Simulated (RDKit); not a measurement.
RDKit input (MMFF94):

```python
from rdkit import Chem
from rdkit.Chem import AllChem, rdDetermineBonds

mol = Chem.MolFromXYZFile('mol.xyz')
rdDetermineBonds.DetermineBonds(mol, charge=0)
print('SMILES', Chem.MolToSmiles(Chem.RemoveHs(mol)))
ff = AllChem.MMFFGetMoleculeForceField(mol, AllChem.MMFFGetMoleculeProperties(mol))
e0 = ff.CalcEnergy()
flag = ff.Minimize(maxIts=5000, forceTol=1e-5)
print(f'energy {e0:.4f} -> {ff.CalcEnergy():.4f} kcal/mol, converged: {flag == 0}')
print(Chem.MolToXYZBlock(mol))
```
mol.xyz:
```
11

N     -0.00830295    -0.00857741     1.41153999
C      0.00810884     0.00837688    -1.37854107
C     -0.00946765     1.13487320     0.72647824
C      0.00100216    -1.14361852     0.71269428
C      0.00942122    -1.18916620    -0.67673701
C     -0.00154475     1.19730303    -0.66229982
H      0.01447612     0.01495463    -2.46100794
H     -0.01710307     2.04593336     1.31559467
H      0.00177208    -2.06177112     1.29074470
H      0.01679961    -2.14109152    -1.19083558
H     -0.00294306     2.15540611    -1.16484348
```

From the last part of the output:

```
SMILES c1ccncc1
energy 15.8586 -> 15.5234 kcal/mol, converged: True
11

N     -0.008379   -0.008656    1.424404
C      0.008074    0.008342   -1.372676
C     -0.009486    1.145104    0.721726
C      0.001077   -1.153791    0.707818
C      0.009457   -1.196334   -0.677311
C     -0.001575    1.204478   -0.662786
H      0.014463    0.014942   -2.458764
H     -0.017157    2.051186    1.320616
H      0.001767   -2.067086    1.295700
H      0.016879   -2.145408   -1.200994
H     -0.002904    2.159847   -1.174947
```
